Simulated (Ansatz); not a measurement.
Reaction (SMILES): O (H2O) → H2O+ (doublet, bonded as O) + e-
B3LYP-D3(BJ)/def2-TZVP geometries, fixed; electronic energies without zero-point terms.

The adiabatic ionisation energy at CCSD(T) with Ansatz (a first-principles code), in eV, split into its Hartree-Fock and correlation parts. Cores are frozen. Open shells are unrestricted. No added dispersion term, no relativity. Functions are those of the species that has most.

```csv
basis,X,functions,Hartree-Fock,CCSD(T)
cc-pVDZ,2,24,10.694,11.835
cc-pVTZ,3,58,10.867,12.387
cc-pVQZ,4,115,10.917,12.569
cc-pV5Z,5,201,10.939,12.641
```

Worked estimate of the basis-set limit from each neighbouring pair, with Hartree-Fock from the larger set and the correlation part extrapolated as X^-3.
Correlation parts: X = 2: 1.141, X = 3: 1.520, X = 4: 1.652, X = 5: 1.702.
- (2,3): (27·(1.520) - 8·(1.141))/19 = 1.680; with Hartree-Fock 10.867 the estimate is 12.547 eV.
- (3,4): (64·(1.652) - 27·(1.520))/37 = 1.748; with Hartree-Fock 10.917 the estimate is 12.665 eV.
- (4,5): (125·(1.702) - 64·(1.652))/61 = 1.754; with Hartree-Fock 10.939 the estimate is 12.693 eV.
The last two estimates differ by 0.028 eV; the largest set lies 0.052 from the last. Over the last step Hartree-Fock moves by 0.022 and the correlation part by 0.050.
